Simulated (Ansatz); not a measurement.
# AlH₃+ (doublet): wave-function methods side by side, def2-QZVPP

The task here is to estimate one member of a computed series from the others.

Computed with Ansatz 0.2.0, Gaussian basis. Level: def2-QZVPP, core rule «outside noble gas», up to 5 orbitals frozen.

Plan: UHF; ROHF; CCSD(T) on UHF.

2 further runs of the same task are left out: 2 set aside as unsound or not needed.

## The geometry

The geometry is a PBE0/def2-TZVP stationary point (not a proven minimum) of the parent state, kept for this charge and spin.

4 atoms, charge 1, spin multiplicity 2.

Atoms are counted from 1 here; the program's logs count them from 0.

Bond lengths: Al1–H2 1.590 Å, Al1–H3 1.843 Å, Al1–H4 1.843 Å, H3–H4 0.841 Å. Angles: H2–Al1–H3 101.8°, H2–Al1–H4 101.8°, H3–Al1–H4 26.4°, Al1–H3–H4 76.8°, Al1–H4–H3 76.8°.

Set-up of the first run:

in.yaml reads:

```yaml
crystal:
  periodic: [false, false, false]
  atoms:
    - {symbol: Al, position_ang: [0.000000, 0.074413, -0.095633]}
    - {symbol: H, position_ang: [0.000000, -1.372409, -0.753982]}
    - {symbol: H, position_ang: [0.420650, -0.309773, 1.656991]}
    - {symbol: H, position_ang: [-0.420650, -0.309773, 1.656991]}
basis:
  gaussian: {orbitals: "def2-QZVPP.json"}
total_charge: 1
magnetization: {spin_polarized: true, initial_magnetization: 1}
hamiltonian: {xc: hf}
output: {orbitals: {seedname: orbitals}}
```

Started as:

```console
> ansatz run in.yaml --threads 1 --pin off --events-out ev --progress --plain --max-ram 2816MiB --backend cpu
```

Among the steps run: UHF; ROHF; CCSD(T) on UHF.

One table of the session follows, with a row left open; its other results are not shown here.

It belongs to the step «Misses and costs». 

```
  method  from UCCSD(T) (meV)
    ROHF              +2620.0
     UHF                    ?
    UMP2               +537.2
   UCCSD                +35.8
UCCSD(T)                    0
```

**Question.** Estimate the row for UHF.

As computed: from UCCSD(T) (meV): +2580.0. In the column «from UCCSD(T) (meV)» it lies between UMP2 (+537.2) and ROHF (+2620.0).
